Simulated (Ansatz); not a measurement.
Ansatz (a program for electronic structure) input:

Ansatz 0.2 input:
```yaml
crystal:
  periodic: [false, false, false]
  atoms:
    - {symbol: C, position_ang: [-0.00000000, -0.00000000, -0.52559507]}
    - {symbol: N, position_ang: [0.00000000, 0.00000000, 0.68179640]}
    - {symbol: H, position_ang: [-0.00000000, -0.00000000, -1.61900441]}
basis:
  gaussian:
    orbitals: def2-TZVPD
hamiltonian:
  xc: {name: B97M-V}
total_charge: 1
magnetization: {spin_polarized: true, initial_magnetization: 1}
output: {forces: true}
```

Problem. What final total energy does it print?

Solution. -92.95992 Eh (B97M-V/def2-TZVPD). The basis has 83 functions.
